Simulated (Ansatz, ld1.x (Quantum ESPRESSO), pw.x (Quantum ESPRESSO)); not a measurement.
## Equation-of-state test of one RRKJ potential (hafnium)

```json
{
 "Element": "Hf",
 "Generator": "ld1.x (Quantum ESPRESSO) 7.5",
 "Type": "norm-conserving RRKJ (Kleinman–Bylander form)",
 "Functional": "PBEsol",
 "Relativity": "scalar-relativistic",
 "Frozen core": "[Xe] 4f14",
 "Valence charge": "4",
 "Reference configuration": "5d2 6s1.75 6p0 (charge +0.25)",
 "Partial waves": "6p (bound, empty): rc 3.25 bohr; 5d (bound): rc 2.80 bohr; 6s (bound): rc 2.25 bohr",
 "Local potential": "the s channel",
 "Core correction": "a·sin(br)/r model core inside 1.85 bohr"
}
```

Crystal test: sc Hf in pw.x 7.5, no spin, 11³ k-points, Fermi–Dirac smearing 0.01 Ry, cutoffs 50/200 Ry. The reference is all-electron LAPW (Ansatz 0.2.0) with the same functional, mesh and smearing; V0 and B0 come from Birch–Murnaghan fits to the pressures at five volumes. Errors are pseudo minus all-electron; Δ is the rms difference of the E(V) curves that follow from these fits, minima aligned, over ±6 % about the mean V0. Mesh and smearing are coarse, so the numbers serve the comparison and aren't converged zero-temperature values; the lattice is a test structure that the element need not adopt.

All-electron: a0 = 2.868 Å (V0 = 23.60 Å³/atom), B0 = 77.8 GPa.

How far does the potential miss the all-electron equation of state?

mean pressure error (GPa): +0.52; a0 (Å): 2.875; a0 error (%): +0.23; B0 error (%): -0.2; Δ (meV/atom): 2.7. The largest radius (3.25 bohr) exceeds half the bond length (2.72 bohr), so the spheres overlap, which is one possible source of error among others.

```
V (Å³/atom)  P all-electron (GPa)  P pseudo (GPa)
     22.574                  3.72            4.31
     23.168                  1.48            2.04
     23.762                 -0.53           -0.00
     24.356                 -2.33           -1.85
     24.950                 -3.95           -3.51
```

At the middle volume, how do free energy and pressure move when the wave cutoff is lowered (ecutrho kept at four times it)?

```csv
cutoff (Ry),shift of F (meV/atom),shift of P (GPa)
22,+28.7,-0.47
30,+6.3,-0.06
40,+3.0,-0.04
```

Input at the middle volume:

```
&control
  calculation='scf', prefix='x', pseudo_dir='./', outdir='./tmp', tstress=.true., disk_io='none'
/
&system
  ibrav=0, nat=1, ntyp=1, ecutwfc=50, ecutrho=200, nbnd=9,
  occupations='smearing', smearing='fd', degauss=0.01
/
&electrons
  conv_thr=1e-09, mixing_beta=0.4, electron_maxstep=70
/
ATOMIC_SPECIES
Hf 1.0 Hf.UPF
CELL_PARAMETERS angstrom
  2.87493258 0.00000000 0.00000000
  0.00000000 2.87493258 0.00000000
  0.00000000 0.00000000 2.87493258
ATOMIC_POSITIONS crystal
Hf 0.0000 0.0000 0.0000
K_POINTS automatic
11 11 11 0 0 0
```

```bash
pw.x < Hf.scf.in > Hf.scf.out
```

Lines of the output:

```
Message from routine setup:
     using ibrav=0 with symmetry is DISCOURAGED, use correct ibrav instead
     lattice parameter (alat)  =       5.4328  a.u.
     unit-cell volume          =     160.3539 (a.u.)^3
     number of electrons       =         4.00
     number of Kohn-Sham states=            9
     kinetic-energy cutoff     =      50.0000  Ry
     charge density cutoff     =     200.0000  Ry
     scf convergence threshold =      1.0E-09
     Exchange-correlation= PBESOL
     number of k points=    56  Fermi-Dirac smearing, width (Ry)=  0.0100
     iteration #  1     ecut=    50.00 Ry     beta= 0.40
     total energy              =     -11.64556861 Ry
     estimated scf accuracy    <       0.01666129 Ry
     iteration #  2     ecut=    50.00 Ry     beta= 0.40
     total energy              =     -11.64480181 Ry
     estimated scf accuracy    <       0.00332242 Ry
     iteration #  3     ecut=    50.00 Ry     beta= 0.40
     total energy              =     -11.64522610 Ry
     estimated scf accuracy    <       0.00014664 Ry
     iteration #  4     ecut=    50.00 Ry     beta= 0.40
     total energy              =     -11.64523105 Ry
     estimated scf accuracy    <       0.00000319 Ry
     iteration #  5     ecut=    50.00 Ry     beta= 0.40
     total energy              =     -11.64523172 Ry
     estimated scf accuracy    <       0.00000043 Ry
     iteration #  6     ecut=    50.00 Ry     beta= 0.40
     total energy              =     -11.64523179 Ry
     estimated scf accuracy    <          1.0E-09 Ry
     iteration #  7     ecut=    50.00 Ry     beta= 0.40
     the Fermi energy is     7.7411 ev
!    total energy              =     -11.64523179 Ry
     estimated scf accuracy    <          4.2E-12 Ry
     smearing contrib. (-TS)   =      -0.00751834 Ry
     The total energy is F=E-TS. E is the sum of the following terms:
     one-electron contribution =       5.03990273 Ry
     hartree contribution      =       0.05143173 Ry
     xc contribution           =      -8.37304993 Ry
     ewald contribution        =      -8.35599799 Ry
     convergence has been achieved in   7 iterations
          total   stress  (Ry/bohr**3)                   (kbar)     P=       -0.04
     Message from routine punch:
     Nothing written, as per user request (disk_io='none')
```

The run at the middle volume (56 k-points, 7 iterations) took about 3.9 s on one core of a shared host (Neoverse-V1, 32 threads, 247 GiB, load 29).
